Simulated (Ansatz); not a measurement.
# H₂Al–AlH₂, singlet: stretch scan

Starting geometry (PBE0/def2-TZVP stationary point for this spin, not checked as a minimum):

```yaml
atoms:
  - { symbol: Al, position_ang: [0.0000, 0.0000, 1.3086] }
  - { symbol: Al, position_ang: [0.0000, 0.0000, -1.3086] }
  - { symbol: H, position_ang: [0.0000, 1.3533, 2.1524] }
  - { symbol: H, position_ang: [0.0000, -1.3533, 2.1524] }
  - { symbol: H, position_ang: [0.0000, 1.3533, -2.1524] }
  - { symbol: H, position_ang: [0.0000, -1.3533, -2.1524] }
```

From there Al2, H5, H6 move together along the line of the two atoms named below, all else staying in place; atoms are numbered as listed. Energies are in eV, counted from the starting geometry at the same level. Kohn–Sham curves are unrestricted where that lies lower, except RKS.

Basis cc-pVDZ; Ansatz 0.2.0. Only valence electrons are correlated (noble-gas cores frozen). Prefix R: restricted or restricted open-shell reference.

Unrestricted Kohn–Sham rows aren't spin-pure: their determinants' ⟨S²⟩ exceeds S(S+1) by up to 1.00, so they mix in states of higher spin. A value is left out where its run failed or describes another state than the reference as far as symmetry and spin tell, or, spin-broken singlets apart, can't be checked.

In so small a basis the reference is far from its limit while semilocal and hybrid functionals are nearer theirs (RPA and double hybrids share part of the reference's basis error), so the functionals' errors here hold much of the reference's basis and frozen-core error, which can add to them or hide them.

Full CI isn't at hand for all of this; RCCSDTQ serves as the reference, and is uncertain by the last step of the cluster series or more.

```
distance Al1-Al2 (Å)  RCCSDTQ    PBE  r2SCAN   PBE0  B3LYP  wB97X-V  wB97M-V  B2PLYP  RKS PBE0  RPA-PBE
               2.376    0.275  0.248   0.243  0.237  0.239    0.234    0.193   0.247     0.237    0.291
               2.617    0.000  0.000   0.000  0.000  0.000    0.000    0.000   0.000     0.000    0.000
               2.887    0.157  0.143   0.162  0.170  0.159    0.190    0.209   0.168     0.170    0.140
               3.664    1.318  1.228   1.321  1.373  1.299    1.528    1.483   1.371     1.373    1.272
               4.812        –  2.335   2.275  2.415  2.338    2.639    2.583   2.405     2.829    2.365
               7.229        –  2.514   2.439  2.545  2.481    2.790    2.726   2.512     3.870    2.380
```
